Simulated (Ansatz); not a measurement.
System: body-centred tetragonal In. Method: PBE-D3(BJ) in Ansatz (PAW).

Settings: plane-wave cutoff 520 eV, 24×24×24 k mesh, Fermi–Dirac smearing 0.05 eV, scalar-relativistic PAW data made under PBE.

Results at a series of volumes:

| V (Å³/atom) | E − E_lowest (meV/atom) | P (GPa) |
|---|---|---|
| 25.022 | 5.80 | 1.873 |
| 25.543 | 1.37 | 0.872 |
| 26.064 | 0.00 | -0.014 |
| 26.586 | 1.34 | -0.797 |
| 27.107 | 5.08 | -1.488 |

Q: Estimate the bulk modulus from the pressures at 25.543 and 26.586 Å³/atom, and compare it with a fit to all energies.

A: B = −V dP/dV. Between V = 25.543 and 26.586 Å³/atom, dP/dV = (-0.797 − (0.872))/(26.586 − 25.543) = -1.60 GPa per Å³/atom; at the midpoint 26.064 Å³/atom this gives B ≈ 41.7 GPa. The third-order Birch–Murnaghan fit gives V0 = 26.056 Å³/atom, B0 = 41.7 GPa, B′ = 5.2, which lies within 1 % of that estimate.

Shape and atoms are relaxed at each volume.

Measured, for comparison: bulk modulus 44.7 GPa (copied from a table, unchecked, extrapolated to 0 K and zero-point effects removed; as tabulated in Lejaeghere et al. (2013), arXiv:1204.2733). Computed (rounded) less measured: bulk modulus not scored (unchecked).

Note: the bulk modulus comes from volumes at which shape and atoms were relaxed.

Spin–orbit coupling is not included.

The computed numbers hold no vibrational or temperature effects.

Ansatz is an electronic-structure program.
